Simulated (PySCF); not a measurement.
**Dipole moment and polarisability across levels of theory**

Species: BH2Cl.
Numbering: `[BH2:1][Cl:2]` (hydrogens: H3, H4 on B1)

PySCF, dipoles from the SCF density, polarisabilities from static response with core orbitals frozen. Geometry: PBE0-D3(BJ)/def2-SVP; no solvent, vibrations or thermal averaging.

Task: Which levels come closest to the reference values?

Result: 

| level | μ (D) | error (%) | α (Å³) | error (%) | anisotropy (Å³) |
| --- | --- | --- | --- | --- | --- |
| LDA/def2-SVPD | 0.430 | -37.1 | 4.64 | +6.5 | 1.94 |
| PBE/def2-SVPD | 0.441 | -35.6 | 4.59 | +5.2 | 1.93 |
| B3LYP/def2-SVPD | 0.580 | -15.1 | 4.47 | +2.5 | 1.81 |
| PBE0/def2-SVPD | 0.606 | -11.4 | 4.41 | +1.2 | 1.78 |
| BHandHLYP/def2-SVPD | 0.744 | +8.9 | 4.30 | -1.5 | 1.65 |
| CAM-B3LYP/def2-SVPD | 0.652 | -4.6 | 4.41 | +1.2 | 1.73 |
| wB97X-D/def2-SVPD | 0.702 | +2.7 | 4.37 | +0.3 | 1.69 |
| LC-wPBE/def2-SVPD | 0.714 | +4.4 | 4.29 | -1.5 | 1.65 |
| HF/def2-SVPD | 0.944 | +38.0 | 4.13 | -5.4 | 1.44 |
| PBE0/6-31G* | 0.699 | +2.3 | 3.21 | -26.5 | 2.71 |
| PBE0/def2-SVP | 0.404 | -40.9 | 3.22 | -26.2 | 2.14 |
| PBE0/6-31+G* | 0.710 | +3.9 | 3.59 | -17.6 | 2.60 |
| PBE0/aug-cc-pVDZ | 0.632 | -7.6 | 4.38 | +0.5 | 1.85 |
| PBE0/def2-TZVP | 0.533 | -22.0 | 3.94 | -9.6 | 2.01 |
| PBE0/def2-TZVPD | 0.577 | -15.6 | 4.47 | +2.5 | 1.81 |
| PBE0/aug-cc-pVTZ | 0.594 | -13.1 | 4.46 | +2.3 | 1.82 |

Reference dipole: 0.684 D (computed, CCSD(T)/CBS, all electrons, equilibrium geometry, gas; Hait, Head-Gordon, J. Chem. Theory Comput. 14 (2018) 1969). Reference polarisability: 4.360 Å³ (computed, CCSD(T)/CBS, static electronic, isotropic average, equilibrium geometry, gas; Hait, Head-Gordon, Phys. Chem. Chem. Phys. 20 (2018) 19800). The anisotropy is √(½[(α1 − α2)² + (α2 − α3)² + (α3 − α1)²]). For the dipole, the smallest error is 2.3% (PBE0/6-31G*) and the largest 40.9% (PBE0/def2-SVP). For the polarisability, the smallest error is 0.3% (wB97X-D/def2-SVPD) and the largest 26.5% (PBE0/6-31G*). The dipole runs from 0.40 D (PBE0/def2-SVP) to 0.94 D (HF/def2-SVPD). In one basis (def2-SVPD) the functionals order the polarisability from HF (lowest) to LDA (highest), a spread of 13%. With PBE0 the polarisability is 3.45 Å³ without diffuse functions (mean of 6-31G*, def2-SVP and def2-TZVP) and 4.26 Å³ with them (mean of 6-31+G*, def2-SVPD, aug-cc-pVDZ, def2-TZVPD and aug-cc-pVTZ).
